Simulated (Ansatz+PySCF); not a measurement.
## singlet H2S: levels of theory in one basis

```yaml
atoms:
  - { symbol: S, position_ang: [0.0441, -0.0234, -0.1015] }
  - { symbol: H, position_ang: [0.0250, 0.9945, 0.7955] }
  - { symbol: H, position_ang: [0.0350, -0.9930, 0.8606] }
```

Basis set: def2-SVP (spherical functions). Correlated methods keep 5 orbitals frozen. Charge 0, multiplicity 1.

Computed with Ansatz (development build ahead of 0.2.0); each method stands on the lowest determinant of its kind that the runs found. NEVPT2 correlates all electrons. Active spaces start from the frontier orbitals, and the lowest solution found is given.

| method | E − E(RHF) (eV) | <S²> of the determinant |
| --- | --- | --- |
| RHF | 0.00 | 0.00 |
| RHF-MP2 | -3.88 | – |
| RHF-CCSD | -4.50 | – |
| CASSCF(8,6) | -0.97 | – |
| SC-NEVPT2(8,6) | -4.08 | – |

(1) What does RHF-CCSD(T) give on the same scale?

(2) Is a single determinant a sound starting point here?

Results:

(1) -4.59 eV.

(2) By this sign, yes. Unrestricted orbitals gain 0.00 eV and <S²> is 0.00 against 0.00 for a pure state. The CASSCF(8,6) natural occupations are 2.00, 2.00, 1.98, 1.97, 0.03, 0.02.
